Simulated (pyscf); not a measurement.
Single points on ωB97X-D3(BJ)/def2-SVP structures (PySCF, gas phase).

### Question
PBE/def2-TZVP puts the barrier of H₂O (SMILES O) + H₂N–Ti(OH)(F)–F (SMILES [NH2][Ti]([OH])([F])[F]) → HO–Ti(OH)(F)–F (SMILES [OH][Ti]([OH])([F])[F]) + NH₃ (SMILES N) (four-centre exchange; singlet surface; H–O, N–Ti broken, O–Ti, H–N formed) at -5.2 kJ/mol and the reaction energy at -59.8 kJ/mol, from the separated reactants. What do r²SCAN/def2-TZVP, B3LYP-D3(BJ)/def2-TZVP, ωB97M-D3(BJ)/def2-TZVP give on the same structures?

### Answer
r²SCAN: ΔE‡ = -10.6 kJ/mol, ΔE = -61.7 kJ/mol; B3LYP-D3(BJ): ΔE‡ = 3.0 kJ/mol, ΔE = -57.7 kJ/mol; ωB97M-D3(BJ): ΔE‡ = 6.5 kJ/mol, ΔE = -57.7 kJ/mol. PBE's barrier lies among them. Its reaction energy lies among theirs. On the reactant side the descent ends in an adduct with a O–Ti contact (not fully relaxed), 55.9 kJ/mol under the separated species and 57.0 kJ/mol under the saddle at ωB97X-D3(BJ)/def2-TZVP. On the product side the descent ends in an adduct with a N–Ti contact (not fully relaxed), 82.3 kJ/mol under the separated species and 139.9 kJ/mol under the saddle at ωB97X-D3(BJ)/def2-TZVP. At PBE, r²SCAN the saddle lies under the separated reactants, which points to a path from their complex (located at ωB97X-D3(BJ) alone). What is counted as formed (O–Ti) is already present as a longer contact in the reactant adduct; forming that adduct is a step of its own. What is counted as broken (N–Ti) persists as a longer contact in the product adduct; parting that adduct is a step of its own. This is the saddle that the search found; another between the same sides may lie lower.
